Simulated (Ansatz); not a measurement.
**Which is lower?**

Two relaxed structures of CH5AlB, doublet (PBE0-D4/def2-TZVP; forces vanish, vibrations not checked).

A:

C1  (-0.732, 0.055, 0.268)
B2  (-0.497, 1.423, 0.817)
Al3  (0.716, -1.226, 0.060)
H4  (-1.683, -0.218, -0.193)
H5  (-0.697, 2.393, 0.131)
H6  (-0.040, 1.604, 1.913)
H7  (0.510, -2.468, -0.902)
H8  (2.071, -0.997, 0.847)
(Å)

B:

C1  (-0.626, 0.524, -0.622)
B2  (-0.382, 0.939, 0.741)
Al3  (0.636, -0.970, 0.243)
H4  (-1.280, -0.309, -0.889)
H5  (-0.401, 1.179, -1.466)
H6  (0.000, 1.839, 1.411)
H7  (-0.157, -2.338, 0.193)
H8  (2.210, -0.862, 0.389)
(Å)

Computed with Ansatz 0.2.0 (basis: def2-TZVPP); correlated methods freeze the cores; orbitals are unrestricted. B3LYP uses VWN-RPA correlation.

**Question.** Which structure is lower at CCSD(T), and by how much? (Judge from chemistry; the value comes from the calculation.)

**Answer.** The calculation gives: B, by 1.37 kcal/mol (electronic energy, against the other). By their contacts, A is CH₅AlB ([BH2][CH][AlH2]) and B is CH₅AlB ([BH]1[CH2][AlH2]1).

**Question.** Do the other methods give the same order? (A judgement: the text doesn't fix the answer.)

**Answer.** Computed: Not all: B3LYP-D4, wB97M-V, HF, CCSD give the other order.

```
   method  E(B) − E(A) (kcal/mol)
   PBE-D4                   -4.78
r2SCAN-D4                   -3.02
  PBE0-D4                   -3.35
 B3LYP-D4                    1.14
  wB97M-V                    0.30
       HF                   10.57
      MP2                   -3.77
     CCSD                    0.55
  CCSD(T)                   -1.37
```

The T1 diagnostic stays at or below 0.018. ⟨S²⟩ of the unrestricted Hartree–Fock references: 0.76 (a pure state has 0.75).

Labels in which every atom is bracketed show which atoms are joined, not bond orders.

For scale, one of the runs: CCSD(T)/def2-TZVPP, 174 basis functions, launched by `ansatz run in.yaml --threads 2 --pin off --events-out ev --progress --plain --max-ram 4352MiB`. Hardware: 2 CPU threads of an Arm Neoverse V1, shared host. Wall time 75 s; peak host memory 3.5 GiB.
